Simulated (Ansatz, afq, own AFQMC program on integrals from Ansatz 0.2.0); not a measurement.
# CH$_{2}$N⁺, triplet: AFQMC among the cluster methods

```yaml
atoms:
  - { symbol: N, position_ang: [0.0000, 0.0000, 0.6600] }
  - { symbol: C, position_ang: [0.0000, 0.0000, -0.5768] }
  - { symbol: H, position_ang: [0.0000, -0.9374, -1.1497] }
  - { symbol: H, position_ang: [0.0000, 0.9373, -1.1497] }
```

Connectivity, by distances: N–CH2.

Basis cc-pVTZ. Noble-gas cores (and the filled d shells of Ga–Kr and In–Xe) are frozen. Ansatz 0.2.0 and our own AFQMC program on the same integrals; the CISD trial comes from CCSD amplitudes, and released means the phaseless constraint is let go. Free projection: walkers drawn from exp(T), propagated without any constraint. Its projection time is finite, and what remains of the start isn't in its error. ± is one standard error of the sampling.

Determinant: UHF, the one that the program's search chose, which needn't be the lowest solution. The geometry is a PBE0/def2-TZVP stationary point of this or a neighbouring charge and spin state.

No full CI on the walks' own integrals is used here; CCSDT(Q) serves as the reference and is uncertain by about the last step of the cluster series.

Cautions: another spin lies lower (by 2.36 eV); the released energies are still falling, so no released level is given (meV from the phaseless value at times in 1/Eh: 2 ± 5 at 0.24, -1 ± 5 at 0.51, -12 ± 6 at 0.99, -17 ± 6 at 1.62, -19 ± 13 at 2.40), though the last usable value meets CCSDT(Q) within the noise; the ph-AFQMC/HF walk drifts between its halves (2.1 errors).

The T1 diagnostic is 0.0211 and the weight of the determinant in the CISD state is 0.904. The ⟨S²⟩ of the determinant is 2.012 and the size of the correlated space is 10 electrons in 86 orbitals.

Reference: CCSDT(Q), correlation energy -8.013 eV.

```csv
level,E − E(reference) (kJ/mol),share of correlation (%)
HF,773.2,0.00
MP2,113.2,85.36
CCSD,27.8,96.40
CCSD(T),3.7,99.52
CCSDT,0.9,99.89
ph-AFQMC/HF,7.9 ± 2.1,98.98
ph-AFQMC/CISD,1.0 ± 0.4,99.87
free AFQMC,-0.1 ± 0.9,100.02
```

Free projections are given only where their last times agree within the noise and don't stop above the reference; a slow remainder of the start can still hide under it. A walk keeps the symmetry of its determinant, which the program's search chose and which needn't be the lowest solution, so a lower state of the same spin and another symmetry isn't excluded.
